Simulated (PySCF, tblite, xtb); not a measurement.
Breaking a bond: SH, doublet.

Methods: UHF/3-21G = unrestricted Hartree-Fock/3-21G run with PySCF; GFN1-xTB (xtb); GFN2-xTB, 300 K electronic temperature (tblite); UCCSD(T) = CCSD(T) on UHF/cc-pVTZ, 5 core orbitals frozen (PySCF 2.14.0).

Energies relative to the lowest point of each curve near equilibrium, in kcal/mol; the last columns give the difference from UCCSD(T):

```tsv
R / Å	UHF/3-21G	GFN1-xTB	GFN2-xTB	UCCSD(T)	UHF/3-21G − UCCSD(T)	GFN1-xTB − UCCSD(T)	GFN2-xTB − UCCSD(T)
1.02	63.6	56.6	52.7	59.6	4.0	-3.0	-6.8
1.08	37.7	31.2	28.9	35.0	2.7	-3.8	-6.1
1.15	18.1	13.5	12.4	16.5	1.7	-3.0	-4.1
1.22	6.9	4.2	3.9	5.9	1.0	-1.7	-2.0
1.26	3.2	1.5	1.4	2.6	0.7	-1.0	-1.1
1.32	0.4	0.0	0.0	0.2	0.2	-0.2	-0.2
1.35	0.0	0.1	0.1	0.0	0.0	0.1	0.1
1.40	0.4	1.3	1.0	0.8	-0.4	0.5	0.2
1.43	1.2	2.5	2.0	1.8	-0.6	0.7	0.2
1.47	2.8	4.6	3.7	3.8	-0.9	0.8	-0.1
1.55	7.2	10.0	8.0	8.9	-1.6	1.2	-0.9
1.65	14.2	18.7	14.5	16.8	-2.6	1.9	-2.3
```

UHF/3-21G is furthest from UCCSD(T) at 1.02 (4.0 kcal/mol, above); its mean absolute difference over the points is 1.4 kcal/mol.

GFN1-xTB is furthest from UCCSD(T) at 1.08 (-3.8 kcal/mol, below); its mean absolute difference over the points is 1.5 kcal/mol.

GFN2-xTB is furthest from UCCSD(T) at 1.02 (-6.8 kcal/mol, below); its mean absolute difference over the points is 2.0 kcal/mol.

The scan ran from 1.02 to 5.38 Å; beyond the distances shown one of the unrestricted levels run for this scan, shown here or not, changes its spin distribution in one step.
